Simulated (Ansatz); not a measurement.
## [H···H···BH₂], doublet: transfer scan

All five atoms lie in one plane.

Starting geometry:

```xyz
5

H    -2.2638    0.0000    0.0000
H    -1.5188    0.0000    0.0000
B     0.2172    0.0000    0.0000
H     0.7263    0.0000    1.0770
H     0.7263    0.0000   -1.0770
```

From there H2 is moved from one fragment to the other while all else, the fragments' distance too, stays fixed, so the hump isn't the reaction's barrier; atoms are numbered as listed. Energies are in kcal/mol, counted from the starting geometry at the same level. Kohn–Sham curves are unrestricted where that lies lower.

Basis 6-31G; Ansatz 0.2.0. Correlated methods freeze the noble-gas cores.

In so small a basis the reference is far from its limit while semilocal and hybrid functionals are nearer theirs (RPA and double hybrids share much of the reference's basis error), so the functionals' errors here hold much of the reference's basis and frozen-core error, which can add to them or hide them.

Full CI is exact within this basis and frozen core; it isn't the basis-set limit.

```tsv
distance H1-H2 (Å)	full CI	PBE	revPBE	r2SCAN	PBE0	B3LYP	r2SCANh	wB97M-V	B2PLYP	RPA-PBE
0.693	1.6	2.9	2.6	2.4	2.4	2.3	2.3	2.2	1.9	1.7
0.745	0.0	0.0	0.0	0.0	0.0	0.0	0.0	0.0	0.0	0.0
0.826	0.4	-1.4	-1.1	-0.8	-0.8	-0.7	-0.6	-0.5	-0.1	0.4
0.907	1.7	-1.3	-0.7	-0.3	-0.3	-0.1	0.0	0.2	0.8	1.9
0.988	2.1	-1.2	-0.4	-0.2	-0.2	0.2	0.1	0.5	1.1	2.7
1.068	1.0	-1.8	-0.7	-0.9	-1.1	-0.5	-0.7	-0.3	0.0	2.1
1.149	-1.2	-2.7	-1.6	-2.3	-2.5	-1.8	-2.3	-1.9	-1.9	0.4
1.230	-3.2	-3.3	-2.0	-3.3	-3.7	-2.8	-3.5	-3.2	-3.6	-1.1
1.311	-3.4	-2.1	-0.7	-2.5	-3.1	-2.2	-2.8	-3.0	-3.6	-1.0
```
